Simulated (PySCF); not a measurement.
# NaSi⁺: energy against distance

Set-up: basis Na 3-21G, Si 3-21G; no relativity; PySCF 2.14. Energies in eV from Na⁺ + Si in their ground configurations at the same level. State: ³Π (triplet), unpaired electrons σ ↑, π ↑.

All columns are PBE0. A positive dipole points towards Si; it is taken about the centre of mass and depends on that origin.

```
R (Å)  E (eV)  μ (D)  Mulliken charge on Na (basis-dependent)  HOMO (eV)  LUMO (eV)  Mayer bond order  ⟨S²⟩
2.801  -0.396  -5.05                                     0.87     -10.54      -8.42              0.22  2.00
2.931  -0.472  -5.33                                     0.86     -10.40      -8.28              0.23  2.00
3.062  -0.513  -5.62                                     0.86     -10.27      -8.15              0.24  2.00
3.159  -0.528  -5.86                                     0.86     -10.17      -8.05              0.24  2.00
3.257  -0.531  -6.10                                     0.86     -10.08      -7.96              0.24  2.00
3.355  -0.527  -6.35                                     0.86      -9.99      -7.86              0.24  2.00
3.485  -0.511  -6.69                                     0.86      -9.87      -7.74              0.23  2.00
3.648  -0.482  -7.14                                     0.87      -9.72      -7.59              0.22  2.00
3.843  -0.437  -7.72                                     0.88      -9.55      -7.42              0.21  2.00
4.104  -0.373  -8.52                                     0.89      -9.33      -7.20              0.19  2.00
```

A fit through these points gives, at Re = 3.248 Å, μ = -6.07 D and dμ/dR = -2.50 D/Å; the reduced mass is 12.62 u.

Q: How strong is the fundamental in the double-harmonic approximation, I = 42.26·(dμ/dR)²/μred km/mol?

A: I = 42.26·(-2.50)²/12.62 = 20.9 km/mol at PBE0.

For an ion De counts to the pair picked by the measured ionisation energies or electron affinities, which need not be the lowest pair at this level. 3-21G is very small, so such numbers show the basis as much as the molecule. The state is the lowest determinant that a PBE0 search found; another state may lie lower at other levels.
